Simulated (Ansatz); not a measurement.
# CH₆OSi: how energies converge with the basis set

One table from this session's results is given with a row withheld; the runs are named, their logs left out.

The runs use Ansatz 0.2.0, Gaussian basis; one geometry, several basis sets.

Levels to be run: PBE0-D4/def2-SVP; ωB97M-V/def2-SVP; PBE0-D4/def2-QZVPP; ωB97M-V/def2-QZVPP; the functionals' def2-TZVPP values are taken from earlier runs.

1 further run of the same task is left out (it didn't finish).

## Structure used throughout

All runs share one geometry, relaxed beforehand with PBE0-D4 in a triple-zeta def2 set.

SMILES `CO[SiH3]`, 9 atoms, charge 0, spin multiplicity 1.

Atoms are counted from 1 here; the program's logs count them from 0.

Bond lengths: C1–O2 1.408 Å, C1–H4 1.096 Å, C1–H5 1.091 Å, C1–H6 1.096 Å, O2–Si3 1.642 Å, Si3–H7 1.481 Å, Si3–H8 1.490 Å, Si3–H9 1.490 Å. Angles: O2–C1–H4 111.5°, O2–C1–H5 108.3°, O2–C1–H6 111.5°, H4–C1–H5 108.4°, H4–C1–H6 108.5°, H5–C1–H6 108.4°, C1–O2–Si3 122.4°, O2–Si3–H7 106.5°, O2–Si3–H8 110.9°, O2–Si3–H9 110.9°, H7–Si3–H8 110.4°, H7–Si3–H9 110.3°, H8–Si3–H9 107.9°.

As a file:

```xyz
9

C    -0.4160    1.0124   -0.7997
O     0.6348    0.1320   -0.4778
Si    0.5105   -0.9859    0.7185
H    -1.3143    0.4684   -1.1150
H    -0.0898    1.6478   -1.6246
H    -0.6777    1.6541    0.0500
H     1.7993   -1.7139    0.7491
H    -0.6117   -1.9290    0.4497
H     0.2533   -0.3322    2.0329
```

Set-up of the first run:

Contents of in.yaml:

```yaml
crystal:
  periodic: [false, false, false]
  atoms:
    - {symbol: C, position_ang: [-0.416024, 1.012396, -0.799684]}
    - {symbol: O, position_ang: [0.634774, 0.131975, -0.477790]}
    - {symbol: Si, position_ang: [0.510537, -0.985905, 0.718470]}
    - {symbol: H, position_ang: [-1.314307, 0.468408, -1.115024]}
    - {symbol: H, position_ang: [-0.089800, 1.647799, -1.624617]}
    - {symbol: H, position_ang: [-0.677675, 1.654078, 0.050031]}
    - {symbol: H, position_ang: [1.799339, -1.713902, 0.749064]}
    - {symbol: H, position_ang: [-0.611732, -1.929046, 0.449655]}
    - {symbol: H, position_ang: [0.253290, -0.332201, 2.032894]}
basis:
  gaussian: {orbitals: def2-SVP}
hamiltonian: {xc: pbe0, dispersion: d4}
output: {orbitals: {seedname: orbitals}}
```

Steps of the session up to this table: PBE0-D4 in def2-SVP; ωB97M-V in def2-SVP; PBE0-D4 in def2-QZVPP; ωB97M-V in def2-QZVPP.

One of the session's tables, all rows but one given; the rest of the session is left out.

It belongs to the step «Functionals by basis». 

| functional | basis | HOMO (eV) | LUMO (eV) |
| --- | --- | --- | --- |
| PBE0-D4 | def2-SVP | -8.05 | 0.84 |
| PBE0-D4 | def2-TZVPP | -8.19 | 0.29 |
| PBE0-D4 | def2-QZVPP | -8.22 | 0.11 |
| ωB97M-V | def2-SVP | -10.40 | 2.75 |
| ωB97M-V | def2-TZVPP | ? | ? |
| ωB97M-V | def2-QZVPP | -10.58 | 1.53 |

Estimate the missing values for ωB97M-V, def2-TZVPP.

**Answer.** HOMO (eV): -10.56; LUMO (eV): 1.95. In the column «HOMO (eV)» it lies between ωB97M-V, def2-QZVPP (-10.58) and ωB97M-V, def2-SVP (-10.40).
